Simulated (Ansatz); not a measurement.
The parent structure is InP in the zinc blende structure (space group F-43m, No. 216).

```
InP
1.0
    0.00000     2.91346     2.91346
    2.91346     0.00000     2.91346
    2.91346     2.91346     0.00000
In P
1 1
Cartesian
  0.00000   0.00000   0.00000
  1.45673   1.45673   1.45673
```

Computed with LDA (Ansatz, a quantum-chemistry and plane-wave program, PAW, no spin-orbit coupling).

| level | band gap | lattice parameter a | electron mass at Γ |
|---|---|---|---|
| LDA | 0.58 eV | 5.827 Å | 0.046 mₑ |

Task: From these computed values, estimate the measured ones, and say how each level misses.

Result: Measured: band gap 1.47 eV (static lattice; corrected from measurement; as listed in Wei Chen et al., Physical Review Materials (2018)); lattice parameter a 5.858 Å (static lattice; corrected from measurement; as listed in Daniel Mejia-Rodriguez, S. B. Trickey, Phys. Rev. B (2018)); electron mass at Γ 0.079 mₑ (temperature not stated; as listed in Magdalena Laurien, Oleg Rubel, Phys. Rev. B (2022)). Computed minus measured — band gap: LDA -0.89 eV; lattice parameter a: LDA -0.5 %; electron mass at Γ: LDA -42 %. Measured values not marked as corrected hold thermal and zero-point effects that the static-lattice runs lack. A measured gap can be an optical one, lowered by exciton binding. Levels without spin-orbit coupling miss its lowering of the gap, often about a third of the valence-band splitting.

Effective masses come from finite differences of ±0.01 Å⁻¹. No phonon test of stability was made.
